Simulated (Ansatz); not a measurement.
A run for Ansatz (a quantum-chemistry and plane-wave program): R-B3LYP/def2-TZVPPD on C2H8O2 (a complex). Files ending in .json are basis or fitting sets from the Basis Set Exchange.

Ansatz 0.2 input:
```yaml
crystal:
  periodic: [false, false, false]
  atoms:
    - {symbol: O, position_ang: [-1.45717791, 0.32125918, -0.10217505]}
    - {symbol: H, position_ang: [-0.51294591, 0.29746218, -0.30631005]}
    - {symbol: C, position_ang: [-1.97310791, -0.96674682, -0.36751405]}
    - {symbol: H, position_ang: [-3.03098791, -0.95172382, -0.11881805]}
    - {symbol: H, position_ang: [-1.87765291, -1.24812982, -1.41896505]}
    - {symbol: H, position_ang: [-1.49587891, -1.74173182, 0.23773695]}
    - {symbol: O, position_ang: [1.42020109, 0.22120318, -0.39631205]}
    - {symbol: H, position_ang: [1.88899009, 0.83558818, -0.96597805]}
    - {symbol: C, position_ang: [1.92903509, 0.37822218, 0.92540595]}
    - {symbol: H, position_ang: [1.37546609, -0.30997382, 1.55553595]}
    - {symbol: H, position_ang: [2.98803109, 0.12778318, 0.98212895]}
    - {symbol: H, position_ang: [1.77659509, 1.38891618, 1.30329795]}
basis:
  gaussian:
    orbitals: def2-TZVPPD.json
hamiltonian:
  xc: {name: B3LYP}
scf: {lower_state_search: off}
```

The head of its log:

```
WARN ansatz: RAYON_NUM_THREADS=1 ignored (pool sized by the plan → 1); use --threads N
Functional definition: B3LYP
these checks for a lower state are left out or cut short: stability, starts, cluster_reference, orbital_swaps, neighbouring_geometries, increment
integrals: 0.18 GiB planned
1188 factors; their error is unknown
mean field: 1.75 GiB planned
mean field evaluation 1: about -6290.8973 eV, gradient 7.4e1 eV
mean field evaluation 2: about -6278.4643 eV, gradient 1.1e2 eV
```

Q: Give the final energy of this run.

A: -231.5680 hartree.
